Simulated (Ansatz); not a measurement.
# HBO, singlet: reading a ladder of total energies

Geometry: that of the HBO, triplet, kept fixed.

```yaml
atoms:
  - { symbol: B, position_ang: [0.0000, -0.2038, 0.7317] }
  - { symbol: O, position_ang: [0.0000, 0.0840, -0.5793] }
  - { symbol: H, position_ang: [0.0000, 0.8523, 1.3474] }
```

Basis 6-31G; Ansatz 0.2.0. Correlated methods freeze the noble-gas cores, which leaves 10 electrons in 18 orbitals. R marks a restricted (for open shells ROHF) determinant.

Full CI is exact within this basis and frozen core; it isn't the basis-set limit.

Runs differ by some tens of microhartree through their thresholds, so steps under 0.03 kcal/mol mean nothing.

```json
{"level": "RHF", "total energy (hartree)": "-100.019538"}
{"level": "RMP2", "total energy (hartree)": "-100.247263"}
{"level": "RCCSD", "total energy (hartree)": "-100.243908"}
{"level": "RCCSD(T)", "total energy (hartree)": "-100.255904"}
{"level": "RCCSDT", "total energy (hartree)": "-100.256681"}
{"level": "RCCSDT(Q)", "total energy (hartree)": "-100.257963"}
{"level": "RCCSDTQ", "total energy (hartree)": "-100.257592"}
{"level": "full CI", "total energy (hartree)": "-100.257624"}
```

**Question.** What is the correlation energy at full CI, and what share of it do RMP2 and RCCSD(T) recover?

**Answer.** E(corr) = -100.257624 − (-100.019538) = -0.238086 hartree = -6.479 eV. RMP2: -0.227725 / -0.238086 = 95.65 %. RCCSD(T): -0.236366 / -0.238086 = 99.28 %.

**Question.** By how many kcal/mol does RCCSD(T) miss full CI (1 hartree = 627.509 kcal/mol), and which steps make up the rest?

**Answer.** -100.255904 − (-100.257624) = 0.001720 hartree = 1.08 kcal/mol. Steps: RCCSDT − RCCSD(T) = -0.49, RCCSDT(Q) − RCCSDT = -0.80, RCCSDTQ − RCCSDT(Q) = 0.23, full CI − RCCSDTQ = -0.02 kcal/mol. With more than one leading determinant such errors change with state and geometry, and needn't cancel in differences.
